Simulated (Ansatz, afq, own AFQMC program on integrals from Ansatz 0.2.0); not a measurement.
# GeNH4, doublet → GeNH₄, quartet

```yaml
atoms:
  - { symbol: Ge, position_ang: [0.0000, 0.0132, 0.2966] }
  - { symbol: N, position_ang: [0.0000, -0.1277, -1.5671] }
  - { symbol: H, position_ang: [0.0000, 1.4630, 0.8219] }
  - { symbol: H, position_ang: [1.2578, -0.7228, 0.7840] }
  - { symbol: H, position_ang: [-1.2578, -0.7228, 0.7840] }
  - { symbol: H, position_ang: [0.0000, 0.8080, -1.9853] }
```

Connectivity, by distances: GeH3–NH.

E(quartet, charge +0) − E(doublet, charge +0) at this geometry, on UHF and UHF determinants.

Basis cc-pVDZ. Noble-gas cores (and the filled d shells of Ga–Kr and In–Xe) are frozen. Ansatz 0.2.0 and our own AFQMC program on the same integrals; the CISD trial comes from CCSD amplitudes, and released means the phaseless constraint is let go. Uncertainties: one standard error, sampling alone. No spin–orbit coupling. The errors of all members are added in quadrature.

No full CI on the walks' own integrals is used here. The released AFQMC energy serves as the reference, which it does only where one determinant dominates, the energy is flat over the last release times and near the phaseless one (40 meV or 2 meV an electron, half that with transition metals). On small molecules, where full CI could be run and the noise was under 10 meV, such values lay within 10 meV of it in 19 cases of 20, a flattering rate, since the rule was set on those same cases; what remains of the bias isn't in the error bar. Each member takes its own surest rung, up to full CI.

Errors are counted within cc-pVDZ, not against nature.

Cautions: inner d shell frozen; no relativity below Rb; no spin-orbit coupling; GeNH₄ (doublet): the ph-AFQMC/HF walk drifts between its halves (2.8 errors), the released value is read at 2.40 1/Eh (meV from the phaseless value at times in 1/Eh: -4 ± 3 at 0.24, -2 ± 3 at 0.51, -3 ± 3 at 0.99, -6 ± 4 at 1.62, -5 ± 3 at 2.40); GeNH₄ (quartet): another spin lies lower, the ph-AFQMC/HF walk drifts between its halves (2.4 errors), the released value is read at 2.40 1/Eh (meV from the phaseless value at times in 1/Eh: -9 ± 3 at 0.24, -6 ± 4 at 0.51, -15 ± 4 at 0.99, -7 ± 5 at 1.62, -11 ± 5 at 2.40); the upper state may be diffuse, so the gap hangs on the basis.

Reference (AFQMC with the constraint released): 6.357 ± 0.006 eV.

```json
{"level": "HF", "vertical spin gap (eV)": "5.881", "error against released AFQMC (eV)": "-0.476 ± 0.006"}
{"level": "MP2", "vertical spin gap (eV)": "6.494", "error against released AFQMC (eV)": "0.138 ± 0.006"}
{"level": "CCSD", "vertical spin gap (eV)": "6.370", "error against released AFQMC (eV)": "0.014 ± 0.006"}
{"level": "CCSD(T)", "vertical spin gap (eV)": "6.360", "error against released AFQMC (eV)": "0.003 ± 0.006"}
{"level": "ph-AFQMC/HF", "vertical spin gap (eV)": "6.390 ± 0.036", "error against released AFQMC (eV)": "0.034 ± 0.036"}
{"level": "ph-AFQMC/CISD", "vertical spin gap (eV)": "6.363 ± 0.005", "error against released AFQMC (eV)": "0.006 ± 0.008"}
```

Correlation beyond CCSD(T) changes it by less than twice the noise. The perturbative (T) step is worth −0.011 eV.

A walk keeps the symmetry of its determinant, which the program's search chose and which needn't be the lowest solution, so a lower state of the same spin and another symmetry isn't excluded. Released energies are given only where the last usable release times agree within the noise; a slower fall can still hide under it.
